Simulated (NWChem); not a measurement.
## Total energies of propene (C₃H₆)

SMILES: C=CC
```xyz
9

C      0.2514     1.2161     0.0000
C     -0.4594    -0.0966     0.0000
C      0.1256    -1.2953     0.0000
H     -0.0241     1.8172    -0.8830
H     -0.0241     1.8172     0.8830
H      1.3441     1.0885     0.0000
H     -1.5565    -0.0506     0.0000
H      1.2160    -1.3996     0.0000
H     -0.4609    -2.2178     0.0000
```
Charge 0, spin multiplicity 1.

All runs are NWChem calculations. All single points use one geometry, from PBE0/def2-SVP, a minimum by its harmonic frequencies.

Basis set: def2-TZVP (129 functions).

```csv
method,total energy (Ha),relative cost
RHF,-117.11658,1
MP2,-117.60920,under 3
B2PLYP,-117.82754,under 3
PBE,-117.77678,under 3
B3LYP,-117.95731,under 3
PBE0,-117.79602,under 3
```

Total energies of different functionals aren't comparable as a measure of quality: only differences taken within one method are. The cost column gives rough processor time relative to RHF; each entry includes its own SCF.

The correlated methods keep 3 core orbitals frozen. B3LYP has NWChem's definition, with VWN1-RPA local correlation.
